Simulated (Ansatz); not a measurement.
# AlSiH₃ (triplet): from Hartree-Fock to the top rungs at distance Al1–H4 along a hydrogen transfer = 1.475 Å, cc-pVDZ

Aim: climb from Hartree-Fock through coupled cluster and multireference methods for AlSiH₃ (triplet) at one geometry and basis, and see what each rung misses.

The runs use Ansatz 0.2.0, Gaussian basis; cc-pVDZ, core rule «outside noble gas», up to 10 orbitals frozen.

The runs, in order: UHF; CCSD(T) on ROHF; CCSD(T) on UHF; BCCD(T) on ROHF; CISD; CCSDT(Q) on ROHF; CCSDT(Q) on UHF; CASSCF and MRCISD+Q, 4 electrons in 4 orbitals; CASSCF and NEVPT2, 4 electrons in 4 orbitals.

15 further runs of the same task are left out: 9 for a known fault of the program, 1 for a mislabelled method, 5 that didn't finish.

### Step 1. What is computed

The geometry derives from fragments relaxed apart (PBE0/def2-TZVP) and kept rigid, so it is no stationary point. A hydrogen atom is moved between rigid fragments.

5 atoms, charge 0, spin multiplicity 3.

Atoms are counted from 1 here; the program's logs count them from 0.

Bond lengths: Al1–H2 1.586 Å, Al1–H3 1.586 Å, Al1–H4 1.475 Å. Angles: H2–Al1–H3 120.0°, H2–Al1–H4 120.0°, H3–Al1–H4 120.0°.

### Step 2. UHF

File in.yaml:

```yaml
crystal:
  periodic: [false, false, false]
  atoms:
    - {symbol: Al, position_ang: [-1.692174, 0.000000, 0.000000]}
    - {symbol: H, position_ang: [-2.485098, 1.373384, 0.000000]}
    - {symbol: H, position_ang: [-2.485098, -1.373384, 0.000000]}
    - {symbol: H, position_ang: [-0.217174, 0.000000, 0.000000]}
    - {symbol: Si, position_ang: [1.811826, 0.000000, 0.000000]}
basis:
  gaussian: {orbitals: cc-pVDZ}
magnetization: {spin_polarized: true, initial_magnetization: 2}
hamiltonian: {xc: hf}
output: {orbitals: {seedname: orbitals}}
```

Started as:

```console
ansatz run in.yaml --threads 1 --pin off --events-out ev --progress --plain --max-ram 2393MiB
```

Further steps of the session: CCSD(T) on ROHF; CCSD(T) on UHF; BCCD(T) on ROHF; CISD; CCSDT(Q) on ROHF; CCSDT(Q) on UHF; CASSCF and MRCISD+Q, 4 electrons in 4 orbitals; CASSCF and NEVPT2, 4 electrons in 4 orbitals.

Before running them: what should the planned runs give, taken together? Wanted: UCCSDT(Q) below the RHF energy; RMP2 from UCCSDT(Q); UMP2 from UCCSDT(Q); RCCSD from UCCSDT(Q); RCCSD(T) from UCCSDT(Q); UCCSD(T) from UCCSDT(Q); RCCSDT(Q) from UCCSDT(Q); MRCISD+Q pair from UCCSDT(Q); T1 diagnostic.

The runs gave:

| quantity | value |
| --- | --- |
| UCCSDT(Q) below the RHF energy | -4.8536 eV |
| RMP2 from UCCSDT(Q) | +120.7 kJ/mol |
| UMP2 from UCCSDT(Q) | +121.6 kJ/mol |
| RCCSD from UCCSDT(Q) | +11.2 kJ/mol |
| RCCSD(T) from UCCSDT(Q) | +2.9 kJ/mol |
| UCCSD(T) from UCCSDT(Q) | +2.9 kJ/mol |
| RCCSDT(Q) from UCCSDT(Q) | 0.0 kJ/mol |
| MRCISD+Q pair from UCCSDT(Q) | -2.4 kJ/mol |
| levels within 1 kcal/mol (43 meV) | RCCSD(T), UCCSD(T), BCCD(T), RCCSDT, UCCSDT, RCCSDT(Q), MRCISD+Q pair |
| T1 diagnostic | 0.019 |

**Reading.** RCCSD(T) misses by +2.9 kJ/mol, 0.6 % of the correlation energy. These misses are within one basis, not against nature; the frozen cores of restricted and unrestricted runs differ, which can shift their rows.
